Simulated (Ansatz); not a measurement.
A run for Ansatz (a quantum-chemistry and plane-wave program): R-r2SCAN/def2-TZVPPD on C6H6 (SMILES c1ccccc1). Files ending in .json are basis or fitting sets from the Basis Set Exchange.

Ansatz 0.2 input:
```yaml
crystal:
  periodic: [false, false, false]
  atoms:
    - {symbol: C, position_ang: [0.78045526, -0.60992865, -1.20755700]}
    - {symbol: H, position_ang: [0.89650026, -1.13765365, -2.14414500]}
    - {symbol: C, position_ang: [0.47825126, 0.75098035, -1.20789500]}
    - {symbol: H, position_ang: [0.35727226, 1.27815435, -2.14405400]}
    - {symbol: C, position_ang: [0.32759726, 1.43185435, 0.00000000]}
    - {symbol: H, position_ang: [0.09177326, 2.48712535, 0.00000000]}
    - {symbol: C, position_ang: [0.47825126, 0.75098035, 1.20789500]}
    - {symbol: H, position_ang: [0.35727226, 1.27815435, 2.14405400]}
    - {symbol: C, position_ang: [0.78045526, -0.60992865, 1.20755700]}
    - {symbol: H, position_ang: [0.89650026, -1.13765365, 2.14414500]}
    - {symbol: C, position_ang: [0.93195626, -1.28999465, 0.00000000]}
    - {symbol: H, position_ang: [1.16879426, -2.34522765, 0.00000000]}
basis:
  gaussian:
    orbitals: def2-TZVPPD.json
hamiltonian:
  xc: {name: r2SCAN}
scf: {lower_state_search: off}
```

It printed:

```
WARN ansatz: RAYON_NUM_THREADS=6 ignored (pool sized by the plan → 6); use --threads N
Functional definition: r2SCAN
these checks for a lower state are left out or cut short: stability, starts, cluster_reference, orbital_swaps, neighbouring_geometries, increment
integrals: 0.27 GiB planned
1398 factors; their error is unknown
mean field: 2.36 GiB planned
mean field evaluation 1: about -6306.4525 eV, gradient 6.9e1 eV
mean field evaluation 2: about -6295.6014 eV, gradient 9.6e1 eV
mean field evaluation 4: about -6318.3136 eV, gradient 1.6e0 eV
mean field evaluation 8: about -6318.3298 eV, gradient 3.0e-1 eV
mean field evaluation 16: about -6318.2726 eV, gradient 1.4e-3 eV
mean field -6318.27260685 eV, -232.1922356229 hartree, gradient 3.9e-6 eV, S^2 0.000000; 0 other end points of the search recorded, 0 dependent functions left out
reference -6318.27262004 eV, -232.1922361075 hartree; 21, 21 occupied and 303, 303 virtual orbitals, 1398 factors
Total energy: -6318.27262004 eV, -232.1922361075 hartree
Checks for a lower state left out: stability, starts, cluster_reference, orbital_swaps, neighbouring_geometries, increment
```

The calculation finished and met its thresholds.

Cost: around 15 core-seconds (rough).
